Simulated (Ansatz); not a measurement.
# SiNH (triplet): B2PLYP, RPA-PBE over vertical spin and charge gaps, cc-pVDZ

How well do these functionals follow the top wave-function level for SiNH (triplet) over vertical spin and charge gaps?

Method: cc-pVDZ, all electrons in the functionals, frozen cores in the correlation of double hybrids and RPA; program: Ansatz 0.2.0, Gaussian basis.

Plan: B2PLYP, RPA-PBE, at charge 0, triplet; charge 0, singlet; charge 0, quintet; charge 1, doublet; charge 1, quartet.

4 further runs of the same task are left out: 4 set aside as unsound or not needed.

## 1. The system

The geometry is a PBE0/def2-TZVP stationary point (not a proven minimum).

3 atoms, charge 0, spin multiplicity 3.

Atoms are counted from 1 here; the program's logs count them from 0.

Bond lengths: Si1–N2 1.701 Å, N2–H3 1.020 Å. Angles: Si1–N2–H3 125.4°.

No dispersion term is added.

The geometry shown and the zero of energy belong to the point charge 0, triplet. The yardstick, UCCSDTQ, and other wave-function levels (R restricted, U unrestricted, valence and pair active spaces) come from earlier runs.

## 2. B2PLYP, charge 0, triplet

Input file in.yaml:

```yaml
crystal:
  periodic: [false, false, false]
  atoms:
    - {symbol: Si, position_ang: [0.000000, 0.032951, 0.605869]}
    - {symbol: N, position_ang: [0.000000, -0.113788, -1.088955]}
    - {symbol: H, position_ang: [0.000000, 0.663088, -1.749585]}
basis:
  gaussian: {orbitals: cc-pVDZ}
magnetization: {spin_polarized: true, initial_magnetization: 2}
hamiltonian: {xc: {name: B2PLYP}}
correlation: {electrons: outside_noble_gas}
```

The run is started by

```sh
$ ansatz run in.yaml --threads 1 --pin off --events-out ev --progress --plain --max-ram 3968MiB --backend cpu
```

After this run come: B2PLYP, charge 0, singlet; B2PLYP, charge 0, quintet; B2PLYP, charge 1, doublet; B2PLYP, charge 1, quartet; RPA-PBE, charge 0, triplet; RPA-PBE, charge 0, singlet; RPA-PBE, charge 0, quintet; RPA-PBE, charge 1, doublet; RPA-PBE, charge 1, quartet.

**Question.** What will the summary of the whole plan be? Wanted: triplet to singlet, UCCSDTQ; triplet to quintet, UCCSDTQ; ionisation to the doublet cation, UCCSDTQ; ionisation to the quartet cation, UCCSDTQ; largest miss, B2PLYP; largest miss, RPA-PBE.

As calculated:

| quantity | value |
| --- | --- |
| triplet to singlet, UCCSDTQ | -272.5 kJ/mol |
| triplet to quintet, UCCSDTQ | 300.0 kJ/mol |
| ionisation to the doublet cation, UCCSDTQ | 656.3 kJ/mol |
| ionisation to the quartet cation, UCCSDTQ | 978.5 kJ/mol |
| largest miss, B2PLYP | -15.7 kJ/mol (triplet to singlet) |
| largest miss, RPA-PBE | +7.8 kJ/mol (triplet to quintet) |

What this shows: Of the functionals, RPA-PBE keep the smallest largest miss at the points compared (at most 7.8 kJ/mol) and B2PLYP strays most (15.7 kJ/mol, at triplet to singlet). Functionals and the yardstick converge differently with the basis, so part of each miss in cc-pVDZ is the basis.
